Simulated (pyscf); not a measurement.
This saddle point was located with ωB97X-D3(BJ)/def2-SVP in PySCF.

```
Nb
O 1 1.7000
O 1 1.7949 2 111.52
H 3 1.3138 1 78.58 2 109.13
O 4 1.2060 3 139.76 1 3.40
H 5 0.9653 4 114.37 3 -122.75
O 1 1.9064 2 112.54 3 -134.47
H 7 0.9622 1 135.52 2 -0.37
```
Charge 0, spin multiplicity 1.

Surface: singlet, charge 0. Lowest wavenumbers (cm⁻¹): 1432i, 114, 159, 211, 276.

Problem. What reaction is this the transition state of?

Solution. `[O]=[Nb]([OH])([OH])[OH]` ⇌ `[O]=[Nb](=[O])[OH]` + `[OH2]`, an elimination read from left to right: Nb–O, H–O broken and H–O formed. At ωB97M-D3(BJ)/def2-TZVP it lies +2.20 eV from the left side and -1.03 eV from the right (each side as separated species at their lowest minima found). On the reactant side the descent ends in a point that may be a rotor saddle (no frequency run), 0.09 eV over the lowest minimum found and 2.13 eV under the saddle at ωB97X-D3(BJ)/def2-TZVP. On the product side the descent ends in an adduct with a Nb–O contact, 1.67 eV under the separated species and 0.55 eV under the saddle at ωB97X-D3(BJ)/def2-TZVP. At ωB97M-D3(BJ) the saddle lies under the separated products, which points to a path from their complex (located at ωB97X-D3(BJ) alone), and parting the products costs more than the saddle. What is counted as broken (Nb–O) persists as a longer contact in the product adduct; parting that adduct is a step of its own. At the saddle there is also a short H–Nb contact that neither side keeps. One saddle was located; it need not be the lowest between these sides. Elements past Kr carry the def2 core potentials, without spin-orbit coupling.
